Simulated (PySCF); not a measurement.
hydrogen sulfide (H₂S), SMILES S. Geometry: PBE-D3(BJ)/def2-TZVPD.

Problem. Give the equilibrium geometry at PBE-D3(BJ)/def2-TZVPD (PySCF confirms it by a frequency run) as bond lengths and angles, and its point group. (Estimate from the structure and the level; the computed values follow.)

Solution. point group C2v.
Atoms: S1 H2 H3. Bonded distances (Å): S1–H2 1.353, S1–H3 1.353. Angles (°): H2–S1–H3 91.7.
Charge 0, spin multiplicity 1.
